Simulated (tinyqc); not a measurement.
Inside a calculation. Method: extended Hueckel theory, for CH4. One step of it, computed by the program tinyqc.

Task: Wolfsberg-Helmholz matrix. H_ij = K' S_ij (H_ii + H_jj)/2 for i != j (the diagonal keeps H_ii), with K' = 1.75.

overlap S:
```
           1C 2s     1C 2px     1C 2py     1C 2pz     2H 1s      3H 1s      4H 1s      5H 1s
1C 2s   1.000000   0.000000   0.000000   0.000000  0.485850   0.485850   0.485850   0.485850
1C 2px  0.000000   1.000000   0.000000   0.000000  0.281419   0.281419  -0.281419  -0.281419
1C 2py  0.000000   0.000000   1.000000   0.000000  0.281419  -0.281419   0.281419  -0.281419
1C 2pz  0.000000   0.000000   0.000000   1.000000  0.281419  -0.281419  -0.281419   0.281419
2H 1s   0.485850   0.281419   0.281419   0.281419  1.000000   0.143666   0.143666   0.143666
3H 1s   0.485850   0.281419  -0.281419  -0.281419  0.143666   1.000000   0.143666   0.143666
4H 1s   0.485850  -0.281419   0.281419  -0.281419  0.143666   0.143666   1.000000   0.143666
5H 1s   0.485850  -0.281419  -0.281419   0.281419  0.143666   0.143666   0.143666   1.000000
```

diagonal H_ii (eV): 1C 2s -21.400000, 1C 2px -11.400000, 1C 2py -11.400000, 1C 2pz -11.400000, 2H 1s -13.600000, 3H 1s -13.600000, 4H 1s -13.600000, 5H 1s -13.600000

K = 1.750000

Give: H.

Result:

H (eV):
```
           1C 2s    1C 2px    1C 2py    1C 2pz     2H 1s     3H 1s     4H 1s     5H 1s
1C 2s   -21.4000    0.0000    0.0000    0.0000  -14.8792  -14.8792  -14.8792  -14.8792
1C 2px    0.0000  -11.4000    0.0000    0.0000   -6.1560   -6.1560    6.1560    6.1560
1C 2py    0.0000    0.0000  -11.4000    0.0000   -6.1560    6.1560   -6.1560    6.1560
1C 2pz    0.0000    0.0000    0.0000  -11.4000   -6.1560    6.1560    6.1560   -6.1560
2H 1s   -14.8792   -6.1560   -6.1560   -6.1560  -13.6000   -3.4192   -3.4192   -3.4192
3H 1s   -14.8792   -6.1560    6.1560    6.1560   -3.4192  -13.6000   -3.4192   -3.4192
4H 1s   -14.8792    6.1560   -6.1560    6.1560   -3.4192   -3.4192  -13.6000   -3.4192
5H 1s   -14.8792    6.1560    6.1560   -6.1560   -3.4192   -3.4192   -3.4192  -13.6000
```
